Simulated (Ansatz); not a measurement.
This geometry of C$_{2}$H$_{5}$FS$_{2}$ (10 atoms, charge 0, multiplicity 1) is a first-order saddle point.

Theory: RKS PBE0-D4/6-31G (Ansatz).

```xyz
10
Properties=species:S:1:pos:R:3
F -0.803 -0.903 2.035
C -0.797 0.431 1.544
S 0.704 0.758 0.518
C 0.348 -0.445 -0.879
S 0.790 0.208 -2.569
H -1.700 0.570 0.948
H -0.765 1.123 2.386
H 0.878 -1.376 -0.688
H -0.725 -0.642 -0.907
H 2.153 0.225 -2.384
```

Task: Which two structures does it join? (They come from a converged band through this point; their orientation in space is the band's.)

Result: No bond is made or broken. The dihedral C2–S3–C4–H9 goes from -51 to 84°.

First end point:

```xyz
10
Properties=species:S:1:pos:R:3
F -1.656 -0.446 1.463
C -0.684 0.584 1.330
S 0.970 -0.142 0.943
C 0.524 -0.849 -0.726
S 0.158 0.401 -2.070
H -0.997 1.236 0.513
H -0.596 1.121 2.274
H 1.346 -1.501 -1.018
H -0.388 -1.434 -0.614
H 1.406 0.978 -2.092
```

Last end point:

```xyz
10
Properties=species:S:1:pos:R:3
F 0.309 -0.516 2.029
C -0.688 0.378 1.543
S -0.118 1.206 -0.012
C 0.043 -0.350 -1.055
S 1.187 -0.102 -2.500
H -1.593 -0.205 1.364
H -0.859 1.162 2.281
H 0.405 -1.143 -0.402
H -0.922 -0.617 -1.486
H 2.321 0.136 -1.759
```

Task: How far does it lie above each of them?

Result: 4.4 kcal/mol above the first and 1.5 kcal/mol above the second. This is the barrier of this one path; another mechanism may lie lower. Limits of this set-up: no polarisation functions.

The run took 120 s on 1 thread of Intel(R) Xeon(R) 6975P-C (Granite Rapids), on a shared host, peak memory 0.18 GiB.
